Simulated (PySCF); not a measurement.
Simulated absorption spectrum

CH₂Si.
InChI=1S/CH2Si/c1-2/h1-2H

Method used: TDDFT wB97X-D/def2-SVPD, vertical, gas phase, core orbitals frozen in the response in PySCF 2.14.0, density-fitted response routines. Isolated species at its PBE0-D3(BJ)/def2-SVP geometry, gas phase.

Broadening: Gaussians 0.3 eV wide at half height, area fixed by f = 4.319×10⁻⁹ ∫ε dν̃. The cross-section is σ = 3.8235×10⁻²¹ ε cm², given in Mb (10⁻¹⁸ cm²). The width is an assumption, not a result. The curve ends short of the highest state used, and states not computed would add to its high-energy end.

| E (eV) | σ (Mb) |
| --- | --- |
| 1.37 | 0.00 |
| 1.64 | 0.47 |
| 1.90 | 1.13 |
| 2.16 | 0.04 |
| 2.43 | 0.00 |
| 2.69 | 0.00 |
| 2.95 | 1.36 |
| 3.21 | 11.62 |
| 3.48 | 1.32 |
| 3.74 | 0.00 |
| 4.00 | 0.01 |
| 4.26 | 1.49 |
| 4.53 | 5.34 |
| 4.79 | 0.26 |
| 5.05 | 0.00 |
| 5.32 | 0.04 |
| 5.58 | 16.34 |
| 5.84 | 95.35 |
| 6.10 | 8.74 |
| 6.37 | 16.71 |
| 6.63 | 35.92 |
| 6.89 | 10.85 |
| 7.15 | 83.05 |
| 7.42 | 131.71 |

Task: Where are the band maxima, and which computed states make them?

Result: 679 nm (1.83 eV), ε about 350, made up of S1 (100%); 386 nm (3.21 eV), ε about 3000, made up of S2 (100%); 277 nm (4.47 eV), ε about 1600, made up of S3 (100%); 213 nm (5.82 eV), ε about 25000, made up of S4 (100%); 189 nm (6.55 eV), ε about 11000, made up of S5 (98%); 169 nm (7.32 eV), ε about 45000, made up of S8 (27%) and S9 (73%) (ε in L mol⁻¹ cm⁻¹; maxima over ε = 5, shares over 10%). The states used: S1 1.82 eV (f 0.0039); S2 3.21 eV (f 0.034); S3 4.47 eV (f 0.017); S4 5.82 eV (f 0.281); S5 6.54 eV (f 0.122); S6 6.81 eV (f 0.020); S7 7.01 eV (f 0.013); S8 7.25 eV (f 0.161); S9 7.35 eV (f 0.376); S10 8.02 eV (f 0.039).

Task: What would ε be at 7.32 eV, the highest of these maxima, with half the width (0.15 eV)?

Result: About 76500 L mol⁻¹ cm⁻¹ against 45300, a factor of about 1.7; a lone state at its own centre would give exactly 2.

Task: Coming from long wavelengths, where does ε first pass 100 L mol⁻¹ cm⁻¹?

Result: At about 763 nm (1.62 eV), 0.20 eV below S1.

Task: On this curve, what absorbance would a 10⁻³ mol/L sample give at 450 nm over a 1 cm path?

Result: 450 nm is 2.755 eV, where ε is about 4.6 L mol⁻¹ cm⁻¹, so A = ε c l ≈ 0.0046 (Beer–Lambert, with the gas-phase spectrum and the assumed width).

The vertical ionisation energy (ΔSCF) is 9.61 eV, 1.60 eV above S10.
